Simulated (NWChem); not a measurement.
# O2 (oxygen): levels of theory compared

We compute a comparison of 6 runs (UHF/aug-cc-pVTZ, UB3LYP/6-31G*, UM06-2X/cc-pVDZ, U-r2SCAN/aug-cc-pVTZ, UPBE0/aug-cc-pVTZ, UMP2/6-31G**) of O2 (oxygen). 

Program for the calculation: NWChem 7.3.0.

1 further run of the same task is left out (set aside as unsound or not needed). Runs told in other sessions of the task aren't counted.

## Step 1: The molecule

O2 has 2 atoms, charge 0, and is taken as a triplet. SMILES: `O=O`. The shape is that of a PBE0-D4/def2-TZVP optimisation.

Bond lengths: O1–O2 1.193 Å.

## Step 2: Energy and forces at UHF/aug-cc-pVTZ (run 1)

The input, o2.nw:

```
echo
start o2
memory total 2200 mb
geometry units angstroms noautosym nocenter noautoz
  O        0.509550      -0.164850       0.262450
  O       -0.509550       0.164850      -0.262450
end
basis "ao basis" spherical bse
  * library aug-cc-pVTZ
end
scf
  nopen 2
  uhf
  thresh 1e-08
  maxiter 80
  noprint "final vectors analysis"
end
task scf gradient
```

On the command line:

```sh
nwchem o2.nw > o2.out
```

The program printed:

```text
[...]
  functions       =    92
[...]
  wavefunction    = UHF
[...]
         Total SCF energy =   -149.680352701609
      One electron energy =   -262.249206357752
      Two electron energy =     84.175858538818
 Nuclear repulsion energy =     28.392995117324
                       Sz =      1.0000
                 Sz(Sz+1) =      2.0000
                      S^2 =      2.0468
[...]
                         UHF ENERGY GRADIENTS
    atom               coordinates                        gradient
                 x          y          z           x          y          z
   1 O       0.962910  -0.311521   0.495959    0.055667  -0.018009   0.028672
   2 O      -0.962910   0.311521  -0.495959   -0.055667   0.018009  -0.028672
[...]
```

It took 19 s on 1 thread of Intel Xeon at 2.60GHz (Ice Lake), shared host; peak memory 0.12 GiB.

## Step 3: Energy and forces at UB3LYP/6-31G(d) (Cartesian functions) (run 2)

The input, o2.nw:

```
start o2
title "O2"
memory stack 880 mb heap 220 mb global 1100 mb
charge 0

geometry noautosym nocenter noautoz
O      0.509550    -0.164850     0.262450
O     -0.509550     0.164850    -0.262450
end

basis
O library 6-31G*
end

dft
xc b3lyp
mult 3
grid xfine
convergence energy 1e-08
iterations 100
mulliken
print low
end

task dft gradient
```

On the command line:

```sh
nwchem o2.nw > o2.out
```

The program printed:

```text
[...]
 d= 0,ls=0.0,diis     1   -150.2743837158 -1.79D+02  1.28D-02  1.71D-01     0.4
[...]
 d= 0,ls=0.0,diis     7   -150.3193003073 -3.85D-10  4.75D-08  2.19D-12     2.1
[...]
         Total DFT energy =     -150.319300307337
      One electron energy =     -262.472348947446
           Coulomb energy =      100.797904859104
    Exchange-Corr. energy =      -17.037851336319
 Nuclear repulsion energy =       28.392995117324
[...]
      Total Density - Mulliken Population Analysis
     ---------------------------------------------
    Atom       Charge   Shell Charges
 -----------   ------   -------------------------------------------------------
    1 O    8     8.00   1.99  0.97  2.76  0.95  1.28  0.05
    2 O    8     8.00   1.99  0.97  2.76  0.95  1.28  0.05
[...]
      <S2> =      2.0064 (Exact =     2.0000)
                         DFT ENERGY GRADIENTS
    atom               coordinates                        gradient
                 x          y          z           x          y          z
   1 O       0.962910  -0.311521   0.495959   -0.031598   0.010223  -0.016275
   2 O      -0.962910   0.311521  -0.495959    0.031598  -0.010223   0.016275
 Task  times  cpu:        2.4s     wall:        2.4s
 Total times  cpu:        2.5s     wall:        2.5s
```

Wall time 3 s (1 thread of Intel Xeon at 2.60GHz (Ice Lake), shared host); peak memory 0.11 GiB.

## Step 4: Energy and gradient at UM06-2X/cc-pVDZ (run 3)

The input, run.py:

```python
from ase import Atoms
from ase.calculators.nwchem import NWChem

molecule = Atoms(['O', 'O'], positions=[
    [0.509550, -0.164850, 0.262450],
    [-0.509550, 0.164850, -0.262450],
])

calc = NWChem(
    label='o2',
    theory='dft',
    memory='2200 mb',
    basis='cc-pVDZ',
    basispar='spherical bse',
    dft={'xc': 'm06-2x', 'mult': '3', 'grid': 'xfine', 'convergence': 'energy 1e-08', 'iterations': '100', 'mulliken': None},
)
molecule.calc = calc

forces = molecule.get_forces()
print("Total energy (eV):", round(molecule.get_potential_energy(), 6))
print("forces (eV/A):")
for s, f in zip(molecule.symbols, forces):
    print(f"{s:2s} {f[0]:10.5f} {f[1]:10.5f} {f[2]:10.5f}")
```

On the command line:

```sh
export ASE_NWCHEM_COMMAND="nwchem PREFIX.nwi > PREFIX.nwo"
python run.py
```

The program printed:

```text
Total energy (eV): -4089.253083
forces (eV/A):
O    -0.10701    0.03461   -0.05512
O     0.10701   -0.03461    0.05512
```

The calculator wrote o2.nwi:

```
title "o2"

permanent_dir o2

scratch_dir o2

start o2

geometry units angstrom nocenter noautosym noautoz
  O  5.0954999999999995e-01 -1.6485000000000000e-01 2.6245000000000002e-01
  O  -5.0954999999999995e-01 1.6485000000000000e-01 -2.6245000000000002e-01
end

memory 2200 mb

basis spherical bse noprint
   * library cc-pVDZ
end

dft
  xc m06-2x
  mult 3
  grid xfine
  convergence energy 1e-08
  iterations 100
  mulliken
end

task dft gradient
```

o2.nwo:

```text
Northwest Computational Chemistry Package (NWChem) 7.3.0
             --------------------------------------------------------

           Job information
           ---------------

    nwchem branch   = 7.3.0
    use scalapack   = T
    input           = o2.nwi
    prefix          = o2.
    data base       = o2/o2.db
    status          = startup
    nproc           =        1

           Memory information
           ------------------

    heap     =     72089600 doubles =      550.0 Mbytes
    stack    =     72089597 doubles =      550.0 Mbytes
    global   =    144179200 doubles =     1100.0 Mbytes (distinct from heap & stack)
    total    =    288358397 doubles =     2200.0 Mbytes
    verify   = yes
    hardfail = no

[... 86 lines left out ...]
          Convergence on energy requested:  1.00D-08
[... 22 lines left out ...]
          Convergence Information
[... 30 lines left out ...]
 1-e energy   =    -262.860421
[... 49 lines left out ...]
      One electron energy =     -262.467968897536
[... 8 lines left out ...]
                    DFT Final Alpha Molecular Orbital Analysis
[... 494 lines left out ...]
          Convergence on gradient requested:  5.00D-04
[... 23 lines left out ...]
          total energy or number of iterations.
[... 18 lines left out ...]
                            NWChem DFT Gradient Module
                            --------------------------

                                        o2

  charge          =   0.00
  wavefunction    = open shell

                         DFT ENERGY GRADIENTS

    atom               coordinates                        gradient
                 x          y          z           x          y          z
   1 O       0.962910  -0.311521   0.495959    0.002081  -0.000673   0.001072
   2 O      -0.962910   0.311521  -0.495959   -0.002081   0.000673  -0.001072

                 ----------------------------------------
                 |  Time  |  1-e(secs)   |  2-e(secs)   |
                 ----------------------------------------
                 |  CPU   |       0.00   |       0.11   |
                 ----------------------------------------
                 |  WALL  |       0.00   |       0.11   |
                 ----------------------------------------

 Task  times  cpu:        4.6s     wall:        4.6s
 Total times  cpu:        4.6s     wall:        4.6s
```

It took 5.7 s on 1 thread of Intel Xeon at 2.60GHz (Ice Lake), shared host; peak memory 0.11 GiB.

Runs 4 to 5 aren't shown in full; the table further down has their settings and results.

## Step 5: Energy and gradient at UMP2/6-31G(d,p) (spherical functions) (run 6)

The input, run.nw:

```
start run
title "O2"
memory total 2200 mb

geometry units angstrom noautosym nocenter noautoz
   O      0.509550    -0.164850     0.262450
   O     -0.509550     0.164850    -0.262450
end

basis "ao basis" spherical bse
   * library 6-31G**
end

scf
   nopen 2
   uhf
   thresh 1e-08
   maxiter 80
   print low
end

mp2
   freeze core 2
   tight
end

task mp2 gradient
```

On the command line:

```sh
nwchem run.nw > run.out
```

The program printed:

```text
[...]
  functions       =    28
[...]
  wavefunction    = UHF
[...]
         Total SCF energy =   -149.614189002558
      One electron energy =   -262.163468092745
      Two electron energy =     84.156283972863
 Nuclear repulsion energy =     28.392995117324
                       Sz =      1.0000
                 Sz(Sz+1) =      2.0000
                      S^2 =      2.0338
[...]
          Total MP2 energy          -149.940425612974
[...]
                         mp2 ENERGY GRADIENTS
    atom               coordinates                        gradient
                 x          y          z           x          y          z
   1 O       0.962910  -0.311521   0.495959   -0.065907   0.021322  -0.033946
   2 O      -0.962910   0.311521  -0.495959    0.065907  -0.021322   0.033946
[...]
```

It took 1.9 s on 1 thread of Intel Xeon at 2.60GHz (Ice Lake), shared host; peak memory 0.1 GiB.

## Step 6: Overview of the runs

```csv
run,level,Cartesian functions,iteration cap,energy (Eh),dipole moment (D),⟨S²⟩,largest force (eV/Å),wall time
1,UHF/aug-cc-pVTZ,no,80,-149.680353,0.00,2.047,3.350,19 s
2,UB3LYP/6-31G* (Cartesian functions),yes,100,-150.319300,–,2.006,1.902,3 s
3,UM06-2X/cc-pVDZ,no,100,-150.277280,0.00,2.009,0.125,5.7 s
4,U-r2SCAN/aug-cc-pVTZ,no,100,-150.319136,0.00,2.010,1.217,13 s
5,UPBE0/aug-cc-pVTZ,no,100,-150.230176,0.00,2.010,0.091,11 s
6,UMP2/6-31G** (spherical functions),no,80,-149.940426,0.00,2.034,3.967,1.9 s
```

## Step 7: What came out

| quantity | value |
| --- | --- |
| run 6: total energy | -149.94043 Eh |
| run 6: dipole moment (of the density that the program reports) | 0.00 D |
| run 6: correlation energy (2 core orbitals frozen) | -326.2 mEh |
| run 6: ⟨S²⟩ of the reference determinant | 2.034 |
| run 6: largest force on an atom | 3.967 eV/Å |

In words: Totals of different functionals can't be ranked against each other. All runs together took 54 s, the longest 19 s.
